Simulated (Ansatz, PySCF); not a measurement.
This PySCF input computes a PBE0/def2-TZVPD energy:

```python
from pyscf import gto, scf, dft

mol = gto.M(
    atom='''
    C     0.37929460    0.55476049    0.30227314
    C     0.02534738   -0.76307343   -0.03003155
    O     0.69996098    1.63440694   -0.15189047
    O    -1.12129664   -1.30302412   -0.06769073
    H     0.94283335   -1.40118499    0.12320002
    ''',
    basis='def2-tzvpd',
    charge=-1,
    spin=0,
    verbose=4,
)

mf = dft.RKS(mol, xc='pbe0').density_fit(auxbasis='def2-universal-jkfit')
mf.grids.level = 3
mf.conv_tol = 1e-9
mf.max_cycle = 100
mf.max_memory = 1500
mf.kernel()
if not mf.converged:
    mf = mf.newton()
    mf.kernel(mf.make_rdm1())
mf.analyze()
```

Question: Write an input for the same energy in Ansatz (an electronic-structure program) and say what it gives.

Answer: 
Ansatz 0.2 input:
```yaml
crystal:
  periodic: [false, false, false]
  atoms:
    - {symbol: C, position_ang: [0.37929460, 0.55476049, 0.30227314]}
    - {symbol: C, position_ang: [0.02534738, -0.76307343, -0.03003155]}
    - {symbol: O, position_ang: [0.69996098, 1.63440694, -0.15189047]}
    - {symbol: O, position_ang: [-1.12129664, -1.30302412, -0.06769073]}
    - {symbol: H, position_ang: [0.94283335, -1.40118499, 0.12320002]}
basis:
  gaussian:
    orbitals: def2-TZVPD
hamiltonian:
  xc: {name: PBE0}
total_charge: -1
output: {forces: true}
```
It gives -227.06439 Eh, and PySCF -227.06441 Eh, a difference of 0.02 mEh, from the treatment of integrals and grids.

It need not be the lowest isomer of its formula. Whether it binds its extra electron was not tested at this geometry.
